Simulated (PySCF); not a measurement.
**How the functional moves excitation energies**

Species: methoxyacetonitrile, C3H5NO.
SMILES with atom numbers: `[CH3:1][O:2][CH2:3][C:4]#[N:5]` (hydrogens: H6, H7, H8 on C1; H9, H10 on C3)

Linear-response calculations in the def2-SVPD basis (PySCF; singlets by full response, triplets Tamm–Dancoff, core orbitals frozen in the response; HF means time-dependent Hartree–Fock). 'Strongest' is the level of largest summed f among the singlets computed (10 roots, of which the last may lack a degenerate partner); it can jump between rows when another state enters that window. S1 is the lowest singlet of each run and needn't be the same state throughout; f(S1) is that of one state. Geometry: PBE0-D3(BJ)/def2-SVP, one conformer, isolated molecule.

```
functional                               kind  S1 (eV)  f(S1)  strongest (eV)  T1 (eV)  HOMO (eV)  gap (eV)  ionisation energy, ΔSCF (eV)
       LDA                                LDA     5.74  0.002            8.01     5.48      -7.02      5.60                         10.66
       PBE                                GGA     5.89  0.002            8.07     5.60      -6.91      5.76                         10.50
     B3LYP  global hybrid, 20% exact exchange     6.77  0.002            7.47     6.20      -8.31      7.96                         10.91
      PBE0  global hybrid, 25% exact exchange     6.96  0.001            7.74     6.14      -8.55      8.49                         10.88
 BHandHLYP  global hybrid, 50% exact exchange     7.22  0.000            8.63     6.01     -10.17     10.94                         10.95
 CAM-B3LYP             range-separated hybrid     7.28  0.001            8.08     6.20     -10.02     10.91                         11.05
   wB97X-D             range-separated hybrid     7.32  0.001            8.30     6.31     -10.49     12.24                         11.00
        HF                       Hartree–Fock     6.77  0.000           10.36     5.33     -12.70     15.04                   not settled
```

Q: What does LC-wPBE (range-separated hybrid) give?

A: S1 (eV) 7.46, f(S1) 0.000, strongest (eV) 9.78, T1 (eV) 6.17, HOMO (eV) -11.33, gap (eV) 13.37, ionisation energy, ΔSCF (eV) 11.14. S1 runs from 5.74 eV (LDA) to 7.46 eV (LC-wPBE), a spread of 1.72 eV, while the orbital gap spreads over 9.4 eV. −ε(HOMO) comes closest to its own ΔSCF ionisation energy with LC-wPBE (+0.19 eV) and misses most with LDA (-3.64 eV). 'Not settled' means that the ion's SCF failed to converge or may have ended in another state than the lowest.
